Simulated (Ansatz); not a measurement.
# AlH3 (singlet): wave-function methods side by side at distance Al1–H3 = 1.437 Å, aug-cc-pVDZ

How much of the correlation energy of AlH3 (singlet) does each wave-function method recover here?

Method: aug-cc-pVDZ, core rule «outside noble gas», up to 5 orbitals frozen; program: Ansatz 0.2.0, Gaussian basis.

To be run: UHF; CCSD(T) on RHF; BCCD(T) on RHF; CISD; CCSDT(Q) on RHF; CCSDTQ on RHF; CASSCF and MRCISD+Q, 2 electrons in 2 orbitals; CASSCF and NEVPT2, 2 electrons in 2 orbitals; Full CI.

9 further runs of the same task are left out: 9 for a known fault of the program.

## (1) The geometry

The geometry derives from a PBE0/def2-TZVP stationary point (not a proven minimum). One bond is set to the value named and the two fragments are kept rigid.

4 atoms, charge 0, spin multiplicity 1.

Atoms are counted from 1 here; the program's logs count them from 0.

Bond lengths: Al1–H2 1.586 Å, Al1–H3 1.437 Å, Al1–H4 1.586 Å. Angles: H2–Al1–H3 120.0°, H2–Al1–H4 120.0°, H3–Al1–H4 120.0°.

## (2) UHF

Input file in.yaml:

```yaml
crystal:
  periodic: [false, false, false]
  atoms:
    - {symbol: Al, position_ang: [-0.002541, 0.004306, -0.000009]}
    - {symbol: H, position_ang: [1.583235, 0.019357, -0.000092]}
    - {symbol: H, position_ang: [-0.732820, 1.241907, -0.002537]}
    - {symbol: H, position_ang: [-0.782395, -1.376538, 0.002864]}
basis:
  gaussian: {orbitals: aug-cc-pVDZ}
magnetization: {spin_polarized: true, initial_magnetization: 0}
hamiltonian: {xc: hf}
output: {orbitals: {seedname: orbitals}}
```

Run with:

```sh
$ ansatz run in.yaml --threads 1 --pin off --events-out ev --progress --plain --max-ram 4096MiB --backend cpu
```

After this run come: CCSD(T) on RHF; BCCD(T) on RHF; CISD; CCSDT(Q) on RHF; CCSDTQ on RHF; CASSCF and MRCISD+Q, 2 electrons in 2 orbitals; CASSCF and NEVPT2, 2 electrons in 2 orbitals; Full CI.

**Question.** What will the summary of the whole plan be? Wanted: FCI below the RHF energy; RMP2 from FCI; RCCSD from FCI; RCCSD(T) from FCI; RCCSDT(Q) from FCI; NEVPT2 pair from FCI; MRCISD+Q pair from FCI; T1 diagnostic; effectively unpaired electrons.

As calculated:

```
                         quantity                                                         value
         FCI below the RHF energy                                                    -2.9246 eV
                    RMP2 from FCI                                                    +725.9 meV
                   RCCSD from FCI                                                     +44.6 meV
                RCCSD(T) from FCI                                                     +11.6 meV
               RCCSDT(Q) from FCI                                                      +0.2 meV
             NEVPT2 pair from FCI                                                    +731.0 meV
           MRCISD+Q pair from FCI                                                     -24.9 meV
levels within 1 kcal/mol (43 meV)  RCCSD(T), BCCD(T), RCCSDT, RCCSDT(Q), RCCSDTQ, MRCISD+Q pair
                    T1 diagnostic                                                         0.008
   effectively unpaired electrons                                                          0.03
```

**Reading.** RCCSD(T) lands +11.6 meV from the yardstick (0.4 % of the correlation energy). MRCISD+Q pair falls below full CI: the +Q correction isn't variational, and the cores differ from full CI's. One determinant dominates. Of the multireference levels listed MRCISD+Q pair comes nearest in total energy (-24.9 meV), which doesn't show that its space is the better one. These misses are within one basis, not against nature.
